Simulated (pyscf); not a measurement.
## O=Si: (SMILES O=[Si]), singlet

Gas-phase minimum from PySCF at ωB97X-D3(BJ)/def2-SVP, one conformer. 

```xyz
2

O      0.6608    -0.1727    -0.4653
Si     1.7175     0.9182    -0.4131
```
Charge 0, spin multiplicity 1.

Bonded distances (Å): O1–Si2 1.520.

Properties at ωB97X-D3(BJ)/def2-SVP:

| Property | Result |
|---|---|
| Harmonic wavenumbers, unscaled | 1289 cm⁻¹ |
| Zero-point energy | 1.8 kcal/mol |
| Rotational symmetry number | 1 |
| Entropy of this conformer at 298 K and 1 atm, rigid rotor and harmonic oscillator, modes under 100 cm⁻¹ raised to 100 | 211.5 J/(mol K) |
| Dipole moment | 2.74 D |

Single-point totals, which compare only within one level (frozen core for MP2 and CC):

| level | total energy (hartree) |
|---|---|
| ωB97X-D3(BJ)/def2-TZVP | -364.78221 |
| PBE/def2-TZVP | -364.54433 |
| r²SCAN/def2-TZVP | -364.69825 |
| B3LYP-D3(BJ)/def2-TZVP | -364.78764 |
| PBE0-D3(BJ)/def2-TZVP | -364.55867 |
| M06-2X/def2-TZVP | -364.71829 |
| ωB97M-D3(BJ)/def2-TZVP | -364.82978 |
| HF/def2-TZVPP | -363.84059 |
| MP2/def2-TZVPP | -364.17665 |
| CCSD/def2-TZVPP | -364.17841 |
| CCSD(T)/def2-TZVPP | -364.19611 |

The CCSD(T) − MP2 part came from Ansatz, without density fitting, on the same reference.
